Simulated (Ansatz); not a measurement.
# Molecular dynamics, step by step

C₂HCl₂ (SMILES Cl[C+]=CCl) (charge +1), singlet, BLYP-D4/def2-SVPD (Ansatz 0.2.0). Settings (timestep in fs, temperature in K, friction in 1/fs; T counts 15 degrees of freedom, while the starting velocities carry no drift of the centre of mass, so T starts below the set value):

```yaml
hamiltonian: {xc: {name: BLYP}, dispersion: d4}
md: {n_steps: 40, timestep: 1.0, temperature: 200, ensemble: nvt_langevin, seed: 895, friction: 0.002, initial_velocities: maxwell_boltzmann}
```

Start (the SMILES describes the start alone):

Cl1  (-0.631, -1.712, 1.464)
C2  (-0.234, -0.573, 0.489)
C3  (0.185, 0.355, -0.292)
Cl4  (-0.587, 1.370, -1.426)
H5  (1.267, 0.560, -0.235)
(Å)

```tsv
step	time (fs)	potential energy less the start (meV)	kinetic energy (meV)	T (K)
0	0.00	0.0	103.4	160
2	2.00	-8.0	116.3	180
4	4.00	-28.1	143.0	221
6	6.00	-41.5	155.4	240
8	8.00	-42.8	153.9	238
10	10.00	-24.6	133.9	207
12	12.00	4.6	96.0	149
14	14.00	19.8	90.2	140
16	16.00	25.5	88.5	137
18	18.00	24.3	78.7	122
20	20.00	13.8	96.6	149
22	22.00	4.6	110.8	172
24	24.00	-2.8	122.7	190
26	26.00	-9.9	132.5	205
28	28.00	-4.9	113.1	175
30	30.00	3.6	112.1	173
32	32.00	6.4	102.9	159
34	34.00	5.1	105.5	163
36	36.00	-12.8	130.9	203
38	38.00	-18.8	137.5	213
40	40.00	-15.9	136.8	212
```

Step 18, positions (Å) and forces (eV/Å):

| atom | x | y | z | Fx | Fy | Fz |
| --- | --- | --- | --- | --- | --- | --- |
| Cl1 | -0.607 | -1.759 | 1.478 | 0.392 | 1.518 | -1.093 |
| C2 | -0.200 | -0.487 | 0.531 | -0.048 | -0.859 | 0.240 |
| C3 | 0.266 | 0.394 | -0.347 | -0.226 | -0.197 | 0.670 |
| Cl4 | -0.664 | 1.379 | -1.439 | 0.386 | -0.455 | 0.418 |
| H5 | 1.380 | 0.569 | -0.229 | -0.504 | -0.006 | -0.235 |

Step 22, positions (Å) and forces (eV/Å):

```csv
atom,x,y,z,Fx,Fy,Fz
Cl1,-0.599,-1.755,1.469,0.290,1.319,-0.883
C2,-0.191,-0.484,0.540,-0.164,-1.085,0.477
C3,0.270,0.388,-0.329,-0.807,0.367,-0.258
Cl4,-0.681,1.376,-1.443,0.503,-0.662,0.709
H5,1.364,0.561,-0.296,0.177,0.060,-0.045
```

Step 38, positions (Å) and forces (eV/Å):

```csv
atom,x,y,z,Fx,Fy,Fz
Cl1,-0.567,-1.711,1.420,-0.211,-0.744,0.726
C2,-0.148,-0.498,0.536,-0.358,0.227,-0.280
C3,0.212,0.408,-0.314,0.873,0.563,-0.934
Cl4,-0.734,1.337,-1.428,0.096,-0.181,0.400
H5,1.336,0.507,-0.393,-0.401,0.134,0.088
```

Last step (40):

| atom | x (Å) | y (Å) | z (Å) |
| --- | --- | --- | --- |
| Cl1 | -0.5642 | -1.7088 | 1.4159 |
| C2 | -0.1402 | -0.4908 | 0.5251 |
| C3 | 0.2034 | 0.4173 | -0.3221 |
| Cl4 | -0.7400 | 1.3298 | -1.4245 |
| H5 | 1.3371 | 0.5085 | -0.3660 |

The run took about 99 s on 2 CPU threads of an Intel Xeon (shared host).
